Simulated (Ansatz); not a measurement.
# CH4AlS+ (SMILES [CH2+][AlH][SH]): single points off equilibrium

A test off equilibrium: a structure displaced at random from a GFN2-xTB minimum is computed at several levels, and each is set against CCSD(T).

Method: single points in def2-TZVPP; program: Ansatz 0.2.0, Gaussian basis.

Correlated methods freeze the cores.

### Step 1. Where the work starts

SMILES `[CH2+][AlH][SH]`, 7 atoms, charge 1, spin multiplicity 1.

Atoms are counted from 1 here; the program's logs count them from 0.

Bond lengths: C1–Al2 2.303 Å, C1–H4 0.992 Å, C1–H5 1.128 Å, Al2–S3 2.376 Å, Al2–H6 1.418 Å, S3–H7 1.195 Å. Angles: Al2–C1–H4 115.6°, Al2–C1–H5 116.6°, H4–C1–H5 127.5°, C1–Al2–S3 53.5°, C1–Al2–H6 165.0°, S3–Al2–H6 139.4°, Al2–S3–H7 99.1°.

As a file:

```xyz
7
CH4AlS
C    -1.0568   -0.1238   -0.2513
Al    0.8087    1.2146   -0.0729
S     0.7767   -1.1589   -0.1685
H    -1.2597   -0.4566   -1.1631
H    -1.5655   -0.4113    0.7136
H     1.7390    2.2827   -0.1361
H     0.9915   -1.3969    0.9827
```

### Step 2. CCSD(T)/def2-TZVPP

The input, run/in.yaml:

```yaml
crystal:
  periodic: [false, false, false]
  atoms:
    - {symbol: C, position_ang: [-1.056800, -0.123800, -0.251300]}
    - {symbol: Al, position_ang: [0.808700, 1.214600, -0.072900]}
    - {symbol: S, position_ang: [0.776700, -1.158900, -0.168500]}
    - {symbol: H, position_ang: [-1.259700, -0.456600, -1.163100]}
    - {symbol: H, position_ang: [-1.565500, -0.411300, 0.713600]}
    - {symbol: H, position_ang: [1.739000, 2.282700, -0.136100]}
    - {symbol: H, position_ang: [0.991500, -1.396900, 0.982700]}
basis:
  gaussian: {orbitals: def2-TZVPP}
total_charge: 1
correlation: {method: ccsd_t}
output: {forces: true}
```

No record of the launch command was kept for these runs.

### Step 3. PBE0-D4/def2-TZVPP

run/in.yaml, as its differences from that of step 2:

```diff
@@ -13,3 +13,3 @@
 total_charge: 1
-correlation: {method: ccsd_t}
-output: {forces: true}
+hamiltonian: {xc: pbe0, dispersion: d4}
+output: {forces: true, orbitals: {seedname: orbitals}}
```

### Step 4. wB97M-V/def2-TZVPP

run/in.yaml, as its differences from that of step 3:

```diff
@@ -13,3 +13,3 @@
 total_charge: 1
-hamiltonian: {xc: pbe0, dispersion: d4}
-output: {forces: true, orbitals: {seedname: orbitals}}
+hamiltonian: {xc: {name: wB97M-V}}
+output: {forces: true}
```

### Step 5. r2SCAN-D4/def2-TZVPP

run/in.yaml, as its differences from that of step 4:

```diff
@@ -13,3 +13,3 @@
 total_charge: 1
-hamiltonian: {xc: {name: wB97M-V}}
+hamiltonian: {xc: r2scan, dispersion: d4}
 output: {forces: true}
```

### Step 6. PBE-D4/def2-TZVPP

run/in.yaml, as its differences from that of step 5:

```diff
@@ -13,3 +13,3 @@
 total_charge: 1
-hamiltonian: {xc: r2scan, dispersion: d4}
+hamiltonian: {xc: pbe, dispersion: d4}
 output: {forces: true}
```

### Step 7. B97M-V/def2-TZVPP

run/in.yaml, as its differences from that of step 6:

```diff
@@ -13,3 +13,3 @@
 total_charge: 1
-hamiltonian: {xc: pbe, dispersion: d4}
+hamiltonian: {xc: {name: B97M-V}}
 output: {forces: true}
```

### Step 8. SPW92/def2-TZVPP

run/in.yaml, as its differences from that of step 7:

```diff
@@ -13,3 +13,3 @@
 total_charge: 1
-hamiltonian: {xc: {name: B97M-V}}
+hamiltonian: {xc: lda}
 output: {forces: true}
```

(Steps that only read results are left out.)

Before running it: what results should come out? Wanted: energy less free atoms, CCSD(T)/def2-TZVPP; RMS force component; RMS force error; HOMO and LUMO, PBE0-D4; T1 diagnostic.

**Answer**, as computed:

```
                                  quantity                                                                                        value
energy less free atoms, CCSD(T)/def2-TZVPP                                                                              -288.4 kcal/mol
                       RMS force component                                                         2.997 to 3.207 eV/Å over the methods
                           RMS force error  PBE0-D4 0.113, wB97M-V 0.102, r2SCAN-D4 0.057, PBE-D4 0.145, B97M-V 0.092, SPW92 0.250 eV/Å
                    HOMO and LUMO, PBE0-D4                                                                          -12.65 and -7.36 eV
                             T1 diagnostic                                                                                        0.016
```

In words: Against CCSD(T) the functionals' energies less atoms differ by -77.7 to -10.2 kcal/mol, PBE-D4 by -19.4 kcal/mol. CCSD(T) in triple zeta still lacks some correlation energy of the bonds, so part of these gaps is its own basis error and they don't rank the functionals. For forces r2SCAN-D4 does best and SPW92 worst. Frozen-core CCSD(T) forces in triple zeta carry basis errors of their own, and this is one geometry, so small gaps rank nothing.
